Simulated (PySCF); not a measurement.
## Working out the ionisation energy of B

B [He] 2s2 2p1 (2P) → B⁺ [He] 2s2 (1S). All numbers are calculated (PySCF 2.14, no relativity, point nucleus, in 6-31G* (3s2p1d, 14 functions)). Frozen: 1s2. Energies in hartree (1 hartree = 27.21139 eV):

```json
{"part": "UHF", "B (lower)": "-24.521972", "B⁺ (upper)": "-24.234042"}
{"part": "CCSD correlation", "B (lower)": "-0.056344", "B⁺ (upper)": "-0.058740"}
{"part": "(T)", "B (lower)": "-0.000768", "B⁺ (upper)": "0.000000"}
```

Problem. What does Hartree-Fock give?

Solution. (-24.234042) − (-24.521972) = 0.287930 hartree = 7.835 eV.

Problem. What do CCSD and CCSD(T) give?

Solution. The CCSD correlation energies differ by -0.002396 hartree = -0.065 eV and the triples by 0.000768 hartree = 0.021 eV, so CCSD gives 7.770 eV and CCSD(T) 7.791 eV.

Measured between the centres of the two terms (NIST): 8.297 eV, so CCSD(T) (valence) is off by -0.506 eV.

The coupled-cluster amplitudes are large, so a single reference is strained.

What remains against the reference includes basis incompleteness, the frozen core and higher excitations.
